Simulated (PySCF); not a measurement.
Deuteron quadrupole couplings in `C#CC#CC`

C₅H₄.
Atom-mapped SMILES: `[CH:1]#[C:2][C:3]#[C:4][CH3:5]` (hydrogens: H6 on C1; H7, H8, H9 on C5)

Cartesian coordinates in Å at the PBE0-D3(BJ)/def2-TZVP level; atoms count from 1:
```xyz
9
C5H4 angstrom
C      2.2614    2.0467    0.9226
C      1.4037    1.2683    0.5883
C      0.4337    0.3883    0.2102
C     -0.4243   -0.3927   -0.1243
C     -1.4514   -1.3268   -0.5245
H      3.0183    2.7338    1.2177
H     -2.4455   -0.9309   -0.3013
H     -1.3993   -1.5259   -1.5980
H     -1.3391   -2.2778    0.0025
```

Level: PBE0/pcSseg-2 (PySCF, non-relativistic); Q(2H) = 0.00286 b; rigid geometry, the same for H and D, with no vibrational averaging.

Problem. Give the electric field gradient Vzz (the principal value of largest size), its asymmetry and the 2H coupling at each hydrogen.

Solution. 
```tsv
atom	bonded to	bond length (Å)	Vzz (au)	η	χzz (kHz)
H6	C1	1.064	0.3328	0.00	224
H7	C5	1.093	0.2822	0.03	190
H8	C5	1.093	0.2822	0.03	190
H9	C5	1.093	0.2823	0.03	190
```

Problem. Give the 2H NMR doublet splittings at H9 for a magnetic field along the z, y and x axes of the gradient: 3χ/2, 3χ(1 + η)/4, 3χ(1 − η)/4.

Solution. With |χ| = 189.7 kHz and η = 0.029: 285, 146 and 138 kHz, to first order and without motion.

Geometry: PBE0-D3(BJ)/def2-TZVP; no solvent, vibrations or thermal averaging.

These values come from a run that also computed NMR shieldings. The run took 33 s wall on one thread of an Arm Neoverse N1, shared host with 64 logical CPUs at a one-minute load of 60, and the process peaked at 0.83 GiB of memory.
